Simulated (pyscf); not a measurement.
PySCF, gas phase, ωB97X-D3(BJ)/def2-SVP geometries.

SMILES: [NH2][Ta]([Cl])([OH])=[O]
```xyz
8

N      0.7242     0.6004    -0.2190
Ta    -0.9708    -0.3893    -0.1020
O     -0.5569    -1.9737    -0.5988
O     -2.2457     0.3794    -1.2851
Cl    -1.7800    -0.4149     2.0855
H      0.8113     1.6097    -0.1138
H      1.6269     0.1930    -0.4499
H     -2.7063     0.1316    -2.0917
```

**Question.** What is the homolytic dissociation enthalpy (298 K, ωB97M-D3(BJ)/def2-TZVP) of the N–Ta bond of H₂N–Ta(=O)(OH)–Cl, to NH₂• + [O=Ta(OH)–Cl]•?

**Answer.** N–Ta to NH₂• + [O=Ta(OH)–Cl]•: 103.9 kcal/mol. The 7 functionals that were run give +101.6 (r²SCAN) to +108.4 kcal/mol (ωB97X-D3(BJ)). The radicals are drawn with the spin at the cut bond; how far it spreads was not checked. Other isomers of [O=Ta(OH)–Cl]• were not searched in full and may lie lower. Open-shell species with a d-block atom are single-reference here; other states, and whether the spin sits on metal or ligand, were not checked. Elements past Kr carry the def2 core potentials, without spin-orbit coupling.
